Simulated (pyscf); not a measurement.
F–SiH(F)–F (SMILES F[SiH](F)F) + H₂O (SMILES O) + HF (SMILES F) → HO–SiH(F)–F (SMILES O[SiH](F)F) + HF (SMILES F) + HF (SMILES F), a multi-bond step (singlet surface; F–Si, H–O, F–H broken, O–Si, F–H, F–H formed). PySCF, gas phase, ωB97X-D3(BJ)/def2-SVP geometries. Energies in kcal/mol from the separated reactants.

Small-basis levels: PySCF, no dispersion term, spherical d functions. AM1 to PM7: differences of heats of formation from MOPAC. Cost: rough CPU time at the saddle relative to B3LYP/6-31G*, from one job on a shared machine.

```
level                   barrier  reaction energy        cost
----------------------  -------  ---------------  ----------
MP2/6-31G*                  2.3            +13.3         0.1
SVWN5/6-31G*              -35.8            +13.0         0.9
BP86/6-31G*                -7.8            +14.2           1
PBE/6-31G*                -11.5            +14.5           1
B3LYP/6-31G*               -3.3            +14.7           1
M06-2X/6-31G*              -7.3            +12.7           2
PM7                        69.4            +11.9  under 0.02
ωB97M-D3(BJ)/def2-TZVP      8.0             +8.3           –
```

Against the last row the barrier runs from -43.8 (SVWN5/6-31G*) to +61.5 kcal/mol (PM7). ωB97M-D3(BJ)/def2-TZVP has limits of its own. On the reactant side the descent ends in a bound adduct (not fully relaxed), 11.9 kcal/mol under the separated species and 19.9 kcal/mol under the saddle at ωB97X-D3(BJ)/def2-TZVP. On the product side the descent ends in a bound adduct, 11.8 kcal/mol under the separated species and 11.8 kcal/mol under the saddle at ωB97X-D3(BJ)/def2-TZVP. At ωB97M-D3(BJ) the saddle lies under the separated products, which points to a path from their complex (located at ωB97X-D3(BJ) alone), and parting the products costs more than the saddle. This is the saddle that the search found; another between the same sides may lie lower.
